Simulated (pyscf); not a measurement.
Thermochemistry of product channels of H₂C=C•–CH₃ on the doublet surface, in kcal/mol, from ωB97M-D3(BJ)/def2-TZVP energies (ideal gas, 1 atm, RRHO with modes under 100 cm⁻¹ raised to 100, one conformer, R ln 2 for rigid chiral ones). Single points on ωB97X-D3(BJ)/def2-SVP structures (PySCF, gas phase).

```csv
products,ΔE,ΔH(298 K),ΔG(298 K),ΔG(900 K)
•HC=CH–CH₃,___,+4.5,+4.7,+5.1
•C≡C–CH₃ + H₂,+75.1,+69.8,+61.9,+45.0
CH₄ + •C≡CH,+64.7,+62.5,+53.8,+36.2
HC≡C–CH₃ + H•,+41.6,+36.8,+30.5,+16.7
CH₂ [triplet] + •HC=CH₂,___,+104.8,+93.6,+70.4
cyclic C₃H₅ (SMILES [CH]1CC1) [doublet],+7.7,+8.1,+9.2,+11.8
```

Q: Complete the blanks.

A: 
- •HC=CH–CH₃, ΔE: +4.3
- CH₂ [triplet] + •HC=CH₂, ΔE: +110.5

These are energies of the channels, which say nothing of barriers. H₂C=C•–CH₃ lies 20.3 kcal/mol over its isomer •H₂C–CH=CH₂, and others may lie lower still (electronic energy, ωB97M-D3(BJ)). •HC=CH–CH₃ lies 24.7 kcal/mol over its isomer •H₂C–CH=CH₂, and others may lie lower still (electronic energy, ωB97M-D3(BJ)). C₂H has a Π state close over its Σ ground state, and the state reached was not checked.
